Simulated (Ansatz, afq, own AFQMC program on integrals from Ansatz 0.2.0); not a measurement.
HBr$_{2}$, doublet: AFQMC among the cluster methods

```xyz
3

Br    0.0000    0.0000   -1.7247
H     0.0000    0.0000    0.0303
Br    0.0000    0.0000    1.6943
```

Connectivity, by distances: Br ··· Br, 1 bridging H.

Basis cc-pVTZ. Only valence electrons are correlated. Integrals, coupled cluster, full CI and functionals: Ansatz 0.2.0; the random walks run on the same integrals in our own AFQMC program. The CISD trial takes its coefficients from CCSD amplitudes. Released means that phaseless walkers are propagated on without the constraint, phases kept. Uncertainties: one standard error, sampling alone. No spin–orbit coupling.

Determinant: UHF, the one that the program's search chose, which needn't be the lowest solution. The geometry is a point of a scan.

No full CI on the walks' own integrals is used here; CCSDT(Q) serves as the reference and is uncertain by about the last step of the cluster series.

Cautions: no relativity below Rb; no spin-orbit coupling; inner d shell frozen; unrestricted determinant slightly spin contaminated (⟨S²⟩ 0.83 against 0.75); the released energies have errors that jump between times, so the bars are unsure, so no released level is given (meV from the phaseless value at times in 1/Eh: -1 ± 5 at 0.24, -39 ± 30 at 0.51, -10 ± 5 at 0.99, -13 ± 8 at 1.50), though the last usable value meets CCSDT(Q) within the noise.

* T1 diagnostic: 0.0166
* weight of the determinant in the CISD state: 0.849
* ⟨S²⟩ of the determinant: 0.828
* size of the correlated space: 15 electrons in 72 orbitals

```json
{"level": "MP2", "correlation energy (eV)": "-8.7162"}
{"level": "CCSD", "correlation energy (eV)": "-9.7920"}
{"level": "CCSD(T)", "correlation energy (eV)": "-10.1644"}
```

Task: Estimate where phaseless AFQMC with a CISD trial lies against CCSD(T) on the same integrals.

Result: 3.2 ± 0.5 kJ/mol below CCSD(T).

Reference: CCSDT(Q), correlation energy -10.215 eV.

| level | E − E(reference) (kJ/mol) | share of correlation (%) |
| --- | --- | --- |
| CCSD(T) | 4.9 | 99.50 |
| CCSDT | 1.6 | 99.84 |
| ph-AFQMC/HF | 12.8 ± 2.8 | 98.70 |
| ph-AFQMC/CISD | 1.7 ± 0.5 | 99.83 |

A walk keeps the symmetry of its determinant, which the program's search chose and which needn't be the lowest solution, so a lower state of the same spin and another symmetry isn't excluded.
